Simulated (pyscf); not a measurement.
Structures and frequencies: ωB97X-D3(BJ)/def2-SVP in PySCF. MP2 and CC: frozen core, UHF for open shells. ΔMP2 is the change of the MP2 total energy from the triple- to the quadruple-zeta basis.

Q: :HSi–Cl (SMILES [SiH]Cl) [singlet] + NH₃ (SMILES N) -> H₂N–SiH: (SMILES N[SiH]) [singlet] + HCl (SMILES Cl)
Surface: singlet. Broken: Cl–Si, H–N. Formed: N–Si, Cl–H. Give ΔE‡ and ΔE from CCSD(T)/def2-TZVPP + ΔMP2(QZVPP), relative to the separated reactants.

A: ΔE‡ = 7.0 kcal/mol, ΔE = +1.9 kcal/mol. Zero-point energy shifts the barrier by -0.2 kcal/mol. It is a four-centre exchange, with an imaginary mode of 478i cm⁻¹. On the reactant side the descent ends in an adduct with a N–Si contact, 29.6 kcal/mol under the separated species and 34.0 kcal/mol under the saddle at ωB97X-D3(BJ)/def2-TZVP. What is counted as formed (N–Si) is already present as a longer contact in the reactant adduct; forming that adduct is a step of its own. At ωB97X-D3(BJ) the barrier from the zero used here is 4.4 kcal/mol. This is the saddle that the search found; another between the same sides may lie lower. The CCSD(T) − MP2 part came from Ansatz, without density fitting, on the same reference.
